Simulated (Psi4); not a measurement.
Process, species as SMILES: C=CC → [CH2-]C=C + H+
B3LYP-D3(BJ)/def2-TZVP geometries, fixed; electronic energies without zero-point terms.
Largest species:
```xyz
9

C      1.2882     0.1370     0.0119
C      0.0047     0.4726     0.0011
H      1.6023    -0.9010     0.0124
H      2.0710     0.8846     0.0207
H     -0.2612     1.5267     0.0011
C     -1.1384    -0.4921    -0.0114
H     -0.7888    -1.5254    -0.0106
H     -1.7831    -0.3471     0.8604
H     -1.7673    -0.3432    -0.8940
```
Charge 0, spin multiplicity 1.

Effect of the integral screening threshold at B3LYP/aug-cc-pVTZ with Psi4, against the last row, where the deprotonation energy is 395.73 kcal/mol. The proton leaves the site shown, which need not be the most acidic.

| setting | largest shift of a total energy (mEh) | shift of the deprotonation energy (kcal/mol) |
|---|---|---|
| ints_tolerance: 1e-6 | 0.001 | -0.001 |
| ints_tolerance: 1e-8 | 0.000 | 0.000 |
| ints_tolerance: 1e-10 | 0.000 | 0.000 |
| ints_tolerance: 1e-14 | 0.000 | 0.000 |

Within 0.02 kcal/mol in the deprotonation energy: ints_tolerance: 1e-6; ints_tolerance: 1e-8; ints_tolerance: 1e-10. The largest shift is 0.001 mEh in a total energy and 0.001 kcal/mol in the difference.
